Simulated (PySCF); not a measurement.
## Basis set benchmark on one molecule

Molecule: SMILES FC(Cl)Cl, CHCl2F.

Geometry:
```tsv
atom	x (Å)	y (Å)	z (Å)
F1	-0.005	1.130	-0.778
C2	0.008	0.084	0.047
Cl3	1.518	-0.811	-0.151
Cl4	-1.396	-0.940	-0.270
H5	-0.051	0.426	1.089
```

Geometry PBE0-D3(BJ)/def2-SVP throughout; GIAO in PySCF 2.14, gas phase, one conformer, non-relativistic; equivalent atoms averaged; functional PBE0.

Reference values (measured; G. Saielli, R. Bini, A. Bagno, Computational 19F NMR. 2. Organic compounds, RSC Adv. 2014, ESI (exp. from Berger-Braun-Kalinowski 1994 and Everett 1995)): δ(F1) = -80.8 ppm vs CFCl3. Computed shifts are taken against CFCl3, calculated as an isolated molecule at each level.

Q: How do the basis sets STO-3G, 6-31G, pcSseg-0, 6-31G*, def2-SVP, cc-pVDZ, pcSseg-1, aug-cc-pVDZ, 6-311+G(2d,p), def2-TZVP, cc-pVTZ, IGLO-III, pcSseg-2, pcSseg-3 perform against the reference? Times are CPU seconds on shared hosts with different chips, so compare them loosely.

A: 
```
    basis set  functions     F1  abs. error F  core-s
       STO-3G         29  -56.3          24.5     1.4
        6-31G         46  -87.7           6.9     3.2
     pcSseg-0         46  -97.0          16.2     2.3
       6-31G*         66  -82.6           1.8     3.7
     def2-SVP         69  -80.4           0.4     3.4
      cc-pVDZ         69  -81.7           0.9     3.4
     pcSseg-1         87  -87.6           6.8     5.9
  aug-cc-pVDZ        109  -82.5           1.7     5.2
6-311+G(2d,p)        130  -89.0           8.2     7.8
    def2-TZVP        142  -87.6           6.8     9.2
      cc-pVTZ        142  -86.7           5.9     7.6
     IGLO-III        168  -88.8           8.0       8
     pcSseg-2        172  -88.3           7.5      14
     pcSseg-3        329  -89.3           8.5      31
```

For ¹⁹F the closest is def2-SVP (0.4 ppm) and the furthest STO-3G (24.5 ppm). Where a smaller basis beats a larger one, errors probably cancel; the largest sets show where the functional converges. One molecule is a small sample, and vibrational and solvent effects are absent from the calculation.

A small basis that lands close on one nucleus may do so by chance; judge by the trend and by all nuclei.
